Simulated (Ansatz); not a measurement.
# CH2F2O: the cost of one run

Program: the Python package of Ansatz 0.2.0. Level of theory: Hartree-Fock/def2-SVP. These are calculated values, not measurements.

## (1) The system

Bond lengths: O1–C2 1.362 Å, C2–F3 1.335 Å, C2–F4 1.273 Å, O1–H5 0.999 Å, C2–H6 1.097 Å. Angles: O1–C2–F3 104.8°, O1–C2–F4 109.3°, O1–C2–H6 111.6°, F3–C2–F4 105.5°, F3–C2–H6 113.0°, F4–C2–H6 112.3°, C2–O1–H5 104.2°.

Input file ch2f2o.xyz:

```xyz
6

O     0.12240    0.97840   -0.43550
C     0.05110   -0.13790    0.34070
F     0.84510   -1.02440   -0.26420
F    -1.12180   -0.62640    0.26680
H    -0.20480    0.67630   -1.32920
H     0.35000    0.06990    1.37520
```

## (2) The code

Input file scan.py:

```python
import ansatz as az
import numpy as np

config = {
    'basis_set': 'def2-SVP',
    'xc': 'HF',
}

mol = az.Crystal.molecule_from_extxyz('ch2f2o.xyz')

symbols = [site.symbol for site in mol.cartesian_sites]
start = np.array([site.position_ang for site in mol.cartesian_sites])
axis = (start[2] - start[1]) / np.linalg.norm(start[2] - start[1])
moving = [2]
lengths, energies = [1.13, 1.23, 1.33, 1.47, 1.67, 2.0, 2.4, 2.94], []
for length in lengths:
    xyz = start.copy()
    xyz[moving] += (length - np.linalg.norm(start[2] - start[1])) * axis
    point = az.Crystal.molecule()
    for symbol, place in zip(symbols, xyz):
        point = point.atom(symbol, place.tolist())
    model = point.calculation()
    model = model.basis(gaussian=config['basis_set']).functional(config['xc'])
    model = model.spin('collinear')
    data = model.run(threads=1, pin='off').report
    energies.append(data['free_energy_ev'])
    print(f'r = {length:6.3f} A  E = {energies[-1]:.5f} eV  <S^2> = {abs(data["mean_field"]["state"]["spin_squared"]):.3f}')

print('energy above the lowest point (eV):', [round(e - min(energies), 3) for e in energies])
```

## (3) The input behind the calls

The package turns the script's settings into the engine's input (first run):

```yaml
crystal:
  periodic: [false, false, false]
  atoms:
    - { symbol: O, position_ang: [0.1224, 0.9784, -0.4355] }
    - { symbol: C, position_ang: [0.0511, -0.1379, 0.3407] }
    - { symbol: F, position_ang: [0.7231754229929909, -0.8882713633290762, -0.17131312766808593] }
    - { symbol: F, position_ang: [-1.1218, -0.6264, 0.2668] }
    - { symbol: H, position_ang: [-0.2048, 0.6763, -1.3292] }
    - { symbol: H, position_ang: [0.35, 0.0699, 1.3752] }
basis:
  gaussian:
    orbitals: def2-SVP
hamiltonian:
  xc: hf
magnetization:
  spin_polarized: true
```

## (4) Running it

The run is started by

```sh
$ python scan.py
```

**Question.** How long does this script take on 1 thread of Arm Neoverse V2, shared host, and how much memory does it need?

About 7.9 s, with a peak of 0.19 GiB.
